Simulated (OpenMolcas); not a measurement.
# C2F3N (cyanotrifluoromethane): TPSS/cc-pVTZ (RICD fitting)

What is the vertical electron affinity of C2F3N (cyanotrifluoromethane) at TPSS/cc-pVTZ (RICD fitting)? 

Program for the calculation: OpenMolcas 26.06.

### Step 1. The structure to begin with

C2F3N has 6 atoms, charge 0, and is taken as a singlet. SMILES: `N#CC(F)(F)F`. The shape is that of a PBE0-D4/def2-TZVP optimisation.

Bond lengths: N1–C2 1.146 Å, C2–C3 1.481 Å, C3–F4 1.326 Å, C3–F5 1.326 Å, C3–F6 1.326 Å. Angles: N1–C2–C3 180.0°, C2–C3–F4 110.1°, C2–C3–F5 110.1°, C2–C3–F6 110.1°, F4–C3–F5 108.8°, F4–C3–F6 108.8°, F5–C3–F6 108.8°.

### Step 2. The energy at TPSS/cc-pVTZ (RICD fitting)

job.input

```
&GATEWAY
  BasLib
  $CurrDir
  Coord
  6
  angstrom
  N        1.022100      -1.705100       0.893500
  C        0.486200      -0.810600       0.417800
  C       -0.206400       0.345600      -0.197200
  F       -1.316000      -0.055800      -0.802300
  F        0.581500       0.927000      -1.091500
  F       -0.525200       1.234800       0.733600
  Basis
  cc-pVTZ
  Group
  NoSym
  RICD

&SEWARD
  GridInput
  Grid=Fine
  End of Grid

&SCF
  KSDFT
  2
  1.0 MGGA_X_TPSS
  1.0 MGGA_C_TPSS
  PrOrbitals
  0
```

The basis set cc-pVTZ is read from a file made from the Basis Set Exchange's data (not shown).

Started as:

```sh
$ export MOLCAS_MEM=1860
$ pymolcas job.input > job.log
```

The program printed, cut to the lines that bear on the results:

```text
--- Start Module: gateway ---
[...]
--- Stop Module: gateway /rc=_RC_ALL_IS_WELL_ ---
--- Start Module: seward ---
[...]
      Basis functions          180
--- Stop Module: seward /rc=_RC_ALL_IS_WELL_ ---
[...]
--- Start Module: scf ---
[...]
       Convergence after  16 Iterations
[...]
::    Total KS-DFT energy                            -430.6606684030
[...]
      Total spin, S                                     0.0000000000
[...]
      Total electronic charge=   46.000000
      Total            charge=   -0.000000
[...]
      Dipole Moment (debye):
      Origin of the operator (angstrom)=   -0.0659    0.1111   -0.0725
                   X= -6.8902E-01               Y=  1.1499E+00               Z= -6.1185E-01           Total=  1.4736E+00
      Quadrupole Moment (debye*angstrom):
[...]
--- Stop Module: scf /rc=_RC_ALL_IS_WELL_ ---
[...]
```

Run time: 27 s. Hardware: 1 thread of Arm Neoverse V2, shared host; peak memory 0.3 GiB.

### Step 3. The doublet anion at the same level

job.inp

```
>>> EXPORT MOLCAS_PRINT=2

&GATEWAY
 BASLIB=$CurrDir
 COORD
 6
 angstrom
 N        1.022100      -1.705100       0.893500
 C        0.486200      -0.810600       0.417800
 C       -0.206400       0.345600      -0.197200
 F       -1.316000      -0.055800      -0.802300
 F        0.581500       0.927000      -1.091500
 F       -0.525200       1.234800       0.733600
 BASIS=cc-pVTZ
 GROUP=NoSym
 RICD

&SEWARD
 GRIDINPUT
 Grid=Fine
 End of Grid

&SCF
 UHF
 CHARGE=-1
 SPIN=2
 KSDFT=2
 1.0 MGGA_X_TPSS
 1.0 MGGA_C_TPSS
 PRORBITALS=0
```

The basis set cc-pVTZ is read from a file made from the Basis Set Exchange's data (not shown).

Started as:

```sh
$ export MOLCAS_MEM=1860
$ pymolcas job.inp > job.log
```

The program printed, cut to the lines that bear on the results:

```text
--- Start Module: gateway ---
[...]
--- Stop Module: gateway /rc=_RC_ALL_IS_WELL_ ---
--- Start Module: seward ---
[...]
      Basis functions          180
--- Stop Module: seward /rc=_RC_ALL_IS_WELL_ ---
[...]
--- Start Module: scf ---
[...]
       Convergence after  30 Iterations
[...]
::    Total KS-DFT energy                            -430.5905218174
[...]
      Total spin, S                                     0.5011108378
[...]
      Total electronic charge=   47.000000
      Total            charge=   -1.000000
[...]
      Dipole Moment (debye):
      Origin of the operator (angstrom)=   -0.0659    0.1111   -0.0725
                   X= -2.8475E+00               Y=  4.7607E+00               Z= -2.5353E+00           Total=  6.0992E+00
      Center of Charge (angstrom)
[...]
--- Stop Module: scf /rc=_RC_ALL_IS_WELL_ ---
[...]
```

It took 83 s on 1 thread of Arm Neoverse V2, shared host; peak memory 0.31 GiB.

### Step 4. Outcome

At TPSS/cc-pVTZ (RICD fitting):

```
                                         quantity          value
                      singlet C2F3N: total energy  -430.66067 Eh
                     singlet C2F3N: dipole moment         1.47 D
                       singlet C2F3N: HOMO energy       -9.60 eV
                       singlet C2F3N: LUMO energy       -1.64 eV
                     singlet C2F3N: HOMO–LUMO gap        7.96 eV
                      doublet anion: total energy  -430.59052 Eh
doublet anion: HOMO energy (highest over α and β)        5.42 eV
 doublet anion: LUMO energy (lowest over α and β)        5.83 eV
                              doublet anion: ⟨S²⟩          0.752
vertical electron affinity (to the doublet anion)      -1.909 eV
```

In words: This program's gradients are faulty for this kind of reference, so any forces in the log (doublet anion) can't be trusted; the energy can. The anion lies 1.91 eV (44 kcal/mol) above the neutral: the electron isn't bound at this level, and such a value depends on the basis. Without diffuse functions anions come out too high. Mulliken charges (singlet C2F3N) run from -0.16 on C2 to +0.51 on C3. Mulliken charges (doublet anion) run from -0.56 on C2 to +0.38 on C3; they depend strongly on the basis. The HOMO (doublet anion) lies at positive energy, 5.42 eV, as semi-local functionals often give for anions; only total energies tell whether the electron is bound.
